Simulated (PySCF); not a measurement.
Compound: C3H4FN.
Z-matrix (Å and degrees, GFN2-xTB geometry), rows numbered from 1:
```
C 
N   1  1.2607
C   2  1.3769  1  119.93
C   3  1.3288  2  118.96  1  -180.00
F   4  1.3356  3  121.86  2   179.95
H   1  1.0949  2  124.31  3    -0.01
H   1  1.0789  2  118.26  3   179.96
H   3  1.0906  2  120.06  1    -0.07
H   4  1.0792  3  124.83  2    -0.00
```

Method: PySCF 2.14.0, density-fitted response routines, TDDFT PBE0/def2-SVPD, vertical, gas phase, core orbitals frozen in the response.

Broadening: Gaussians 0.4 eV wide at half height, area fixed by f = 4.319×10⁻⁹ ∫ε dν̃. The width is an assumption, not a result. The curve ends short of the highest state used, and states not computed would add to its high-energy end.

(E (eV), ε (L mol⁻¹ cm⁻¹)): (4.00, 0), (4.10, 0), (4.19, 2), (4.29, 7), (4.38, 15), (4.48, 28), (4.57, 36), (4.67, 34), (4.76, 24), (4.86, 12), (4.95, 5), (5.05, 2), (5.14, 10), (5.24, 91), (5.33, 491), (5.43, 2291), (5.52, 6816), (5.62, 16473), (5.71, 27100), (5.81, 33900), (5.90, 30833), (6.00, 19965), (6.09, 10039), (6.19, 3365), (6.28, 935), (6.38, 162), (6.47, 25), (6.57, 3), (6.66, 5), (6.76, 32)

Question: Locate the maxima and give the states behind the curve.

Answer: 269 nm (4.60 eV), ε about 36, made up of S1 (100%); 213 nm (5.82 eV), ε about 34000, made up of S2 (100%) (ε in L mol⁻¹ cm⁻¹; maxima over ε = 5, shares over 10%). At its high-energy end, 6.76 eV, the curve is still rising (ε about 32, from S4, S5 and S6). The states used: S1 4.60 eV (f 0.0005); S2 5.82 eV (f 0.505); S3 7.08 eV (f 0.0002); S4 7.17 eV (f 0.0013); S5 7.24 eV (f 0.0076); S6 7.36 eV (f 0.113).

Question: What would ε be at 5.82 eV, the highest of these maxima, with half the width (0.2 eV)?

Answer: About 68000 L mol⁻¹ cm⁻¹ against 34000, a factor of about 2.00; a lone state at its own centre would give exactly 2.

Question: On this curve, what absorbance would a 10⁻⁵ mol/L sample give at 266 nm over a 1 cm path?

Answer: 266 nm is 4.661 eV, where ε is about 34 L mol⁻¹ cm⁻¹, so A = ε c l ≈ 0.00034 (Beer–Lambert, with the gas-phase spectrum and the assumed width).

Question: Coming from long wavelengths, where does ε first pass 100 L mol⁻¹ cm⁻¹?

Answer: At about 236 nm (5.25 eV), 0.64 eV above S1.

One conformer stands for the species.
